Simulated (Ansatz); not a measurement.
Two shapes of triplet C₄H₈.

Shape 1:

```xyz
12

C     0.2627    0.6084    0.0710
C    -0.2540   -0.6016   -0.0761
C     0.3084    1.6694   -0.9904
C    -0.3061   -1.6654    0.9823
H     0.6944    0.8797    1.0321
H    -0.6851   -0.8698   -1.0385
H    -0.1380    1.3228   -1.9231
H    -0.2267    2.5675   -0.6699
H     1.3382    1.9697   -1.1997
H     0.1480   -1.3280    1.9149
H    -1.3386   -1.9567    1.1941
H     0.2186   -2.5672    0.6558
```

Shape 2:

```xyz
12

C     0.1669   -0.5014    0.4091
C    -0.1669    0.5014   -0.4091
C     1.4053   -1.3291    0.3045
C    -1.4053    1.3291   -0.3045
H    -0.5170   -0.7499    1.2327
H     0.5170    0.7499   -1.2327
H     2.0328   -1.0161   -0.5435
H     2.0138   -1.2589    1.2222
H     1.1641   -2.3977    0.1731
H    -2.0328    1.0161    0.5435
H    -1.1641    2.3977   -0.1731
H    -2.0138    1.2589   -1.2222
```

Basis set: def2-SVP (spherical functions). Frozen core: 4 orbitals. Charge 0, multiplicity 3.

Computed with Ansatz (development build ahead of 0.2.0); each method stands on the lowest determinant of its kind that the runs found.

(1) Which shape is lower in energy, and by how much in each method?

## Answers

(1)

```tsv
method	E(2) − E(1) (eV)
UHF	-0.132
UHF-MP2	-0.155
```

Shape 2 is lower. Caution: another spin multiplicity may lie lower.
